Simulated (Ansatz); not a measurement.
Compare A (`C1C[C@@H]2C[C@@H]2C1`) with its isomer B (`CC1=CCCC1`).

Program: Ansatz. Geometries: PBE0-D4/def2-TZVP. ΔE: electronic, gas phase. CCSD(T)/CBS adds triple-zeta CCSD(T) − MP2 to the extrapolated MP2 energy (def2 sets, frozen cores). DFT in def2-TZVPP. B3LYP here is the variant with VWN-RPA as its local correlation; programs differ in this.

Q: Which isomer does CCSD(T)/CBS put lower? Give the gap. (Estimate.)

A: Ansatz gave: B, by 36.6 kJ/mol.

Q: Give E(B) − E(A) in kJ/mol with HF/def2-TZVPP, CCSD(T)/def2-TZVPP, CCSD(T)/def2-SVP, B3LYP, BLYP-D4, PBE0-D4, r2SCAN-D4. (Estimate.)

A: Ansatz gave: HF/def2-TZVPP -51.0, CCSD(T)/def2-TZVPP -35.9, CCSD(T)/def2-SVP -31.6, B3LYP -49.8, BLYP-D4 -55.7, PBE0-D4 -26.2, r2SCAN-D4 -32.9. None reverses the order clearly.

Q: Does the order hold for the free energy at 298.15 K (harmonic terms from PBE0-D4)? (An estimate is asked.)

A: The calculation gave: Yes: G(B) − G(A) = -45.6 kJ/mol.

Largest T1 diagnostic: 0.010.

Leaving LDA and LC-ωPBE aside and taking each functional with its dispersion term where it has one, the values, not all of them listed here, spread over 33.7 kJ/mol, from BLYP-D4 to PBE-QIDH. LDA lies +16.9 kJ/mol from PBE without D4. From r2SCAN to r2SCAN0 (25 % exact exchange), in def2-TZVPP and without D4, E(B) − E(A) moves by +6.4 kJ/mol.
